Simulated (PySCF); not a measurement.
Species: formyl fluoride, CHFO.
Atom-mapped SMILES: `[O:1]=[CH:2][F:3]` (hydrogens: H4 on C2)

IAO charges (e) from the PBE0/pcSseg-1 density (PySCF), one withheld:

```
atom  bonded to   charge
  O1         C2  -0.3650
  C2   O1 F3 H4  +0.5021
  F3         C2        ?
  H4         C2  +0.1304
```

(1) What is the charge on F3?

(2) Add each hydrogen's charge to the atom that carries it.

(3) Across which bond do the charges differ most?

(4) Take the bonds between elements whose Pauling electronegativities differ by more than 0.25. In how many does the more electronegative atom carry the lower charge?

(5) How much positive and how much negative charge does this set hold in all?

Answers

(1) The charges add up to the total charge, 0. The others sum to +0.2675, which leaves -0.2675 e for F3 (acyl fluorine); the computed value is -0.2674, the difference coming from rounding.

(2) C2 +0.6325. Atoms without hydrogen keep their charges.

(3) C2–O1: +0.5021 on C2 against -0.3650 on O1, a difference of 0.8671 e. The lower charge is on the more electronegative element of the two (Pauling values: O 3.44, C 2.55).

(4) In 2 of 3; it doesn't in C2–H4.

(5) +0.6325 e on 2 atoms and -0.6324 e on 2.

The IAO scheme projects the occupied orbitals on a minimal set of polarised atomic orbitals and counts the electrons in each atom's part of it. Geometry: PBE0-D3(BJ)/def2-SVP; no solvent, vibrations or thermal averaging.
